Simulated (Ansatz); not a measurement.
# AlH7OSi: the cost of one run

Program: Ansatz 0.2.0, Gaussian basis. Level of theory: PBE0-D4, def2-SVP first, then def2-TZVP. These are calculated values, not measurements.

129 further runs of the same task are left out: 1 that didn't finish, 128 set aside as unsound or not needed.

## 1. Starting geometry

The guess: 10 atoms, charge 0, spin multiplicity 1.

Atoms are counted from 1 here; the program's logs count them from 0.

Bond lengths: Al1–O2 2.175 Å, Al1–H3 1.555 Å, Al1–H4 1.552 Å, Al1–H5 1.927 Å, Al1–Si6 2.712 Å, O2–H7 0.955 Å, Si6–H8 1.474 Å, Si6–H9 1.475 Å, Si6–H10 1.478 Å. Angles: O2–Al1–H3 115.2°, O2–Al1–H4 112.7°, O2–Al1–H5 35.9°, O2–Al1–Si6 79.5°, H3–Al1–H4 115.5°, H3–Al1–H5 122.7°, H3–Al1–Si6 111.7°, H4–Al1–H5 121.6°, H4–Al1–Si6 117.2°, H5–Al1–Si6 43.7°, Al1–O2–H7 170.8°, Al1–Si6–H8 124.9°, Al1–Si6–H9 125.2°, Al1–Si6–H10 91.2°, H8–Si6–H9 103.2°, H8–Si6–H10 103.0°, H9–Si6–H10 102.8°.

Geometry (Å):

```xyz
10
AlH7OSi
Al    0.2068   -1.3902   -0.2621
O     1.2819    0.1015   -1.4247
H    -0.9057   -2.1555   -1.0323
H     1.1494   -2.2716    0.6009
H     0.5107    0.5003   -0.4775
Si   -0.7393    0.8876    0.8648
H     1.8153    0.6365   -2.0094
H    -0.0181    1.6952    1.8645
H    -1.6015    1.8760    0.1900
H    -1.6995    0.1202    1.6859
```

Distances that are to change: Al1–Si6 2.71 Å, O2–H5 1.28 Å, Al1–O2 2.18 Å, H5–Si6 1.87 Å.

## 2. Constrained relaxation of the guess

The input, hold/in.yaml:

```yaml
crystal:
  periodic: [false, false, false]
  atoms:
    - {symbol: Al, position_ang: [0.206800, -1.390200, -0.262100]}
    - {symbol: O, position_ang: [1.281900, 0.101500, -1.424700]}
    - {symbol: H, position_ang: [-0.905700, -2.155500, -1.032300]}
    - {symbol: H, position_ang: [1.149400, -2.271600, 0.600900]}
    - {symbol: H, position_ang: [0.510700, 0.500300, -0.477500]}
    - {symbol: Si, position_ang: [-0.739300, 0.887600, 0.864800]}
    - {symbol: H, position_ang: [1.815300, 0.636500, -2.009400]}
    - {symbol: H, position_ang: [-0.018100, 1.695200, 1.864500]}
    - {symbol: H, position_ang: [-1.601500, 1.876000, 0.190000]}
    - {symbol: H, position_ang: [-1.699500, 0.120200, 1.685900]}
basis:
  gaussian: {orbitals: def2-SVP}
hamiltonian: {xc: pbe0, dispersion: d4}
relax: {f_tol: 0.08, max_steps: 120, escape_saddle: false, constraints: [{distance: [0, 5]}, {distance: [1, 4]}, {distance: [0, 1]}, {distance: [4, 5]}]}
```

Launch:

```bash
$ ansatz run in.yaml --threads 2 --pin off --events-out ev --progress --plain --max-ram 4352MiB
```

**Question.** How long does this run take on 2 threads of Arm Neoverse V1, shared host?

About 21 s.
